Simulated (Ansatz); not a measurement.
Au: Au vacancy

Computed with DFT PBEsol, scalar-relativistic, plane waves, PAW in Ansatz 0.2.0. (420 eV cutoff, 4×4×4 k-mesh, Gaussian smearing of 0.10 eV, no spin polarisation)

Host crystal, relaxed:

```
Au
1.0
     0.00000    2.04188    2.04188
     2.04188    0.00000    2.04188
     2.04188    2.04188    0.00000
Au
1
Direct
  0.00000 0.00000 0.00000
```

Supercell of 27 atoms, rows in host cell vectors: 3 -3 0; 3 0 -3; 3 0 0. Atoms relax at the host's cell, keeping the symmetry that the supercell leaves at the site. The cell is small, so energies carry finite-size errors of tenths of an eV. The host is a metal. Atoms are taken from and returned to the elements' standard states.

Spin-orbit coupling is left out, which matters for the bands and energies of heavy elements.

Defect: Au vacancy set at (0.000, 0.000, 0.000) of the host cell. Before relaxation its nearest neighbours are 12 Au at 2.89 Å.

```tsv
charge	E_f at the valence band top (eV)	moment (μB)	largest move (Å)	atoms near the site
0	0.63	0.00	0.05	12 Au at 2.83 Å
```

Cost: 2 runs of about 5.5 core-minutes in all, on Intel Xeon Processor @ 2.70GHz (shared hosts).